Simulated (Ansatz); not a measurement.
CH2ClF (chlorofluoromethane): from total energies to a heat of formation

CH2ClF has 5 atoms, charge 0, and is taken as a singlet. SMILES: `FCCl`. Geometry: relaxed at PBE0-D4/def2-TZVP.

Total energies at PBE/aug-cc-pVDZ (Ansatz 0.2.0); the atoms run unrestricted:

```tsv
species	state	energy (Eh)
CH2ClF	singlet	-599.031827
F	doublet	-99.639254
C	triplet	-37.791119
Cl	doublet	-459.952192
H	doublet	-0.499224
```

Harmonic wavenumbers at PBE0-D4/def2-TZVP, in cm⁻¹: 388, 770, 1010, 1112, 1259, 1375, 1499, 3095, 3171.

Measured heats of formation of the gaseous atoms at 298.15 K, in kJ/mol: F 79.4, C 716.9, Cl 121.3, H 218.0. Spin-orbit lowering of the atoms at 298 K (mean of the ground term's levels less their thermal mean, from spectra), in kJ/mol: F 1.29, C 0.02, Cl 3.44. Take 1 Eh = 2625.50 kJ/mol, 1 cm⁻¹ = 0.0119627 kJ/mol, RT = 2.479 kJ/mol.

Q: Work out the heat of formation of the gas at 298 K.

A: 
1. Electronic atomisation energy: (-99.639254) + (-37.791119) + (-459.952192) + 2 × (-0.499224) − (-599.031827) = 0.650814 Eh = 1708.7 kJ/mol.
2. Zero-point energy: half the sum of the wavenumbers, 6839.5 cm⁻¹ = 81.8 kJ/mol.
3. Thermal vibrational enthalpy, Σ hcν̃/(exp(hcν̃/kT) − 1): 1.3 kJ/mol. Translation, rotation and pV of a non-linear molecule: 4 RT = 9.9 kJ/mol.
4. The 5 free atoms carry 5/2 RT each: 31.0 kJ/mol.
5. Spin-orbit coupling lowers the free atoms by 1.29 + 0.02 + 3.44 = 4.8 kJ/mol.
6. Atomisation enthalpy at 298 K: 1708.7 − 4.8 − 81.8 − 1.3 − 9.9 + 31.0 = 1641.9 kJ/mol.
7. Sum of the atoms' heats of formation: 1353.6 kJ/mol. Heat of formation: 1353.6 − 1641.9 = -288.3 kJ/mol.

The tabulated value is -263.7 kJ/mol (Active Thermochemical Tables), so this level is off by -24.6 kJ/mol, or 1.5 % of the atomisation enthalpy that the table implies (1617.2 kJ/mol). Gradient-corrected functionals often overbind somewhat. Anharmonicity and any spin-orbit splitting of the molecule are left out.
